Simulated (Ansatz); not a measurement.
# Nickel, fcc: convergence with the k-point mesh

Computed with Ansatz, PBE, scalar-relativistic PAW, on the relaxed cell (a = 3.519 Å; ferromagnetic, net 0.63 μB per atom). Errors count from a run at 420 eV on a Γ-centred 25×25×25 mesh with Fermi-Dirac smearing of 0.05 eV, extrapolated to zero width. Fixed here: cutoff 420 eV, Fermi-Dirac width 0.05 eV.

| k-mesh | E(σ→0) error (meV/atom) | P (GPa) | sphere moment (μB) | SCF iterations |
| --- | --- | --- | --- | --- |
| 2×2×2 | 2239.2 | 30.20 | 1.29 | 13 |
| 4×4×4 | -74.6 | -3.36 | 0.64 | 12 |
| 5×5×5 | 68.1 | 3.83 | 0.97 | 11 |
| 7×7×7 | 10.7 | -0.01 | 0.64 | 41 |
| 9×9×9 | -4.6 | -0.94 | 0.56 | 13 |
| 12×12×12 | 0.1 | 0.28 | 0.73 | 12 |
| 16×16×16 | 0.3 | -0.30 | 0.64 | 13 |
| 22×22×22 | -0.3 | -0.03 | 0.69 | 12 |

Within 5 meV/atom of the last row: from 9×9×9 on.
